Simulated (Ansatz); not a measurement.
Input file:

```yaml
crystal:
  periodic: [false, false, false]
  atoms:
    - {symbol: O, position_ang: [0.000000, -0.064607, 0.000000]}
    - {symbol: H, position_ang: [0.000000, 0.512764, -0.821140]}
    - {symbol: H, position_ang: [0.000000, 0.512764, 0.821140]}
basis:
  gaussian: {orbitals: cc-pVDZ}
total_charge: 1
magnetization: {spin_polarized: false, initial_magnetization: 1}
correlation: {method: sc_nevpt2, electrons: outside_noble_gas, active_space: {window: {electrons: 3, orbitals: 3}}}
```

```sh
$ ansatz run in.yaml --threads 1 --pin off --events-out ev --progress --plain --max-ram 2393MiB
```

The program prints:

```
217 factors; integrals over basis functions are off by at most 1.3e-3 eV
mean field evaluation 1: about -2055.9649 eV, gradient 3.3e1 eV
mean field evaluation 2: about -2055.9642 eV, gradient 3.3e1 eV
mean field evaluation 4: about -2057.9645 eV, gradient 1.5e0 eV
mean field evaluation 8: about -2057.9721 eV, gradient 2.1e-4 eV
mean field -2057.97209574 eV, -75.6290795748 hartree, gradient 2.3e-6 eV, S^2 0.750000; 0 other end points of the search recorded, 0 dependent functions left out
reference -2057.97209574 eV, -75.6290795748 hartree; 5, 4 occupied and 19, 20 virtual orbitals, 217 factors
state -2058.57255798 eV, -75.6511461553 hartree
state -2058.57255798 eV, -75.6511461553 hartree; corrected -2062.34196549 eV, -75.7896693262 hartree
Total energy: -2062.34196549 eV, -75.7896693262 hartree
```

For the same geometry and basis full CI lies 459.3 meV lower.

Ran on 1 thread of AMD EPYC 9B45, shared host: 0.09 s wall, 0.13 GiB peak host memory.
